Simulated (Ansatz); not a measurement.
Ansatz (a first-principles code) input (CCSD(T)/aug-pcseg-3):

Ansatz 0.2 input:
```yaml
crystal:
  periodic: [false, false, false]
  atoms:
    - {symbol: N, position_ang: [0.00224146, -0.00382052, 0.11155442]}
    - {symbol: H, position_ang: [-0.00202883, 0.95117179, -0.22808750]}
    - {symbol: H, position_ang: [0.80949996, -0.46442426, -0.29287493]}
    - {symbol: H, position_ang: [-0.82316134, -0.46000387, -0.25991854]}
basis:
  gaussian:
    orbitals: aug-pcseg-3
magnetization: {spin_polarized: false}
correlation: {method: ccsd_t, electrons: outside_noble_gas}
```

Output:

```
Functional definition: HF
integrals: 1.29 GiB planned
1543 factors; integrals over basis functions are off by at most 5.0e-4 eV
mean field: 0.80 GiB planned
mean field evaluation 1: about -1527.9128 eV, gradient 3.2e1 eV
mean field evaluation 2: about -1527.9127 eV, gradient 3.2e1 eV
mean field evaluation 4: about -1529.9173 eV, gradient 1.6e0 eV
mean field evaluation 8: about -1529.9294 eV, gradient 7.5e-4 eV
mean field evaluation 16: about -1529.9289 eV, gradient 2.7e-1 eV
mean field -1529.92936678 eV, -56.2238672059 hartree, gradient 8.7e-7 eV, S^2 0.000000; 0 other end points of the search recorded, 0 dependent functions left out
1 core orbitals not correlated
reference -1529.92936678 eV, -56.2238672059 hartree; 4, 4 occupied and 227, 227 virtual orbitals, 1543 factors
second order -6.81848901 eV of doubles, -0.00000000 eV of singles
coupled cluster: 1.50 GiB planned
cycle   1  -6.91705442 eV  change   -9.9e-2 eV  update   4.2e-2
cycle   2  -7.05420602 eV  change   -1.4e-1 eV  update   1.2e-2
cycle   3  -7.07940874 eV  change   -2.5e-2 eV  update   5.0e-3
cycle   4  -7.07819310 eV  change    1.2e-3 eV  update   1.2e-3
cycle   5  -7.07818925 eV  change    3.9e-6 eV  update   5.3e-4
cycle   6  -7.07825680 eV  change   -6.8e-5 eV  update   1.5e-4
cycle   7  -7.07820350 eV  change    5.3e-5 eV  update   6.0e-5
cycle   8  -7.07818797 eV  change    1.6e-5 eV  update   2.3e-5
cycle   9  -7.07818913 eV  change   -1.2e-6 eV  update   9.1e-6
perturbative correction -0.23771484 eV, -0.0087358592 hartree
Total energy: -1537.24527075 eV, -56.4927217177 hartree
```
